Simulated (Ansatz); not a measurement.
Bond stretch in C3H4, SMILES C(C)#C. The C1–C5 bond (C1 also carries H, H, H; C5 carries C) is stretched with both fragments frozen at the PBE0/def2-TZVP optimised geometry. Each curve is given relative to its own lowest point near equilibrium.

| R / Å | A | B | C |
|---|---|---|---|
| 1.16 | 264.8 | 264.8 | 273.2 |
| 1.22 | 149.4 | 149.4 | 155.9 |
| 1.30 | 56.3 | 56.3 | 60.3 |
| 1.37 | 15.2 | 15.2 | 17.3 |
| 1.40 | 6.2 | 6.2 | 7.5 |
| 1.45 | 0.0 | 0.0 | 0.0 |
| 1.49 | 1.6 | 1.6 | 0.5 |
| 1.51 | 4.1 | 4.1 | 2.6 |
| 1.59 | 23.7 | 23.7 | 20.2 |
| 1.68 | 58.4 | 58.4 | 52.5 |
| 1.83 | 131.6 | 131.6 | 121.4 |
| 1.93 | 184.5 | 184.5 | 171.1 |
| 2.20 | 402.5 | 324.0 | 299.4 |
| 2.37 | 506.4 | 402.7 | 368.2 |
| 2.62 | 583.3 | 502.0 | 447.4 |
| 2.88 | 618.8 | 585.2 | 498.7 |
| 3.17 | 635.9 | 656.6 | — |
| 3.53 | 644.1 | 718.8 | — |
| 3.90 | 647.2 | 757.7 | — |
| 4.42 | 648.8 | 778.2 | — |
| 5.11 | 649.6 | — | — |

Energies in kJ/mol.

Question: Match the curves with the methods CCSD(T) on RHF/cc-pVTZ, frozen core (Ansatz, a first-principles code); MP2 on RHF/cc-pVTZ, frozen core run with Ansatz; MP2 on UHF/cc-pVTZ, frozen core (Ansatz).

Answer: A is UMP2; B is RMP2; C is RCCSD(T).

A dash means that the run gave no value there, or that the column was ended at a point which the program doubted or which failed a test of continuity chosen for this set; such a test can also cut sound points.

The restricted form behind RMP2 keeps the bonding electrons paired and can't separate into open-shell fragments. The T1 diagnostic of CCSD on the restricted reference of RMP2, RCCSD(T) exceeds 0.045 at 2.88 to 4.42 Å. The unrestricted determinant behind UMP2 is spin-contaminated at 2.20 to 5.11 Å (<S²> up to 1.4, against 0.00 for a pure singlet).
